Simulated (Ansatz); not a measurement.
## A barrier at the coupled-cluster level

Start structure (CH6AlF, closed shell), relaxed at PBE0-D4/def2-TZVP:

Al1  (-0.472, -0.917, 0.181)
C2  (-0.358, 1.046, -0.006)
H3  (-1.041, -1.767, -1.037)
H4  (-0.442, -1.546, 1.641)
H5  (1.813, -0.150, -0.392)
F6  (1.609, -1.051, -0.274)
H7  (0.315, 1.522, 0.717)
H8  (-1.346, 1.482, 0.183)
H9  (-0.078, 1.380, -1.012)
(Å)

The step: CH₅Al ([CH3][AlH2]) + HF → AlH₂F ([F][AlH2]) + CH₄; bonds formed: C2–H5; dative contacts that become bonds: Al1–F6; bonds broken: Al1–C2, H5–F6. Computed with Ansatz 0.2.0 (basis: def2-TZVPP and def2-QZVPP); correlated methods freeze the cores. Extrapolation: Hartree–Fock as exp(−7.88 √X), correlation as X^−2.97. Energies below are by CCSD(T) at an estimated basis limit (MP2 extrapolated from triple and quadruple zeta, plus CCSD(T) − MP2 in triple zeta).

What are the electronic barrier and the energy of the step, from the start structure to the end structure? (An estimate is asked for; the value comes from the calculation.)

By the calculation: Barrier 4.24 kcal/mol; step energy -41.13 kcal/mol (downhill); reverse barrier, their difference, 45.36 kcal/mol. Barrier and step energy count from the start structure, the reverse barrier from the end structure.

The saddle point: One imaginary mode of 438i cm⁻¹.
```csv
pair,start (Å),saddle (Å),end (Å)
Al1–F6,2.13,1.96,1.66
C2–H5,2.51,1.63,1.10
Al1–C2,1.97,2.06,2.78
H5–F6,0.93,1.04,2.45
```

Zero-point energy (harmonic, PBE0-D4): ZPE is 37.86 kcal/mol at the start and 37.07 kcal/mol at the saddle, so the barrier goes from 4.24 to 3.44 kcal/mol.

The T1 diagnostic stays at or below 0.011.

Labels in which every atom is bracketed show which atoms are joined, not bond orders.

For scale, one of the runs: CCSD(T)/def2-TZVPP, 188 basis functions (an equivalent command: `ansatz run in.yaml --threads 2`). Hardware: 2 CPU threads, shared host. Wall time 100 s; peak host memory 2 GiB.
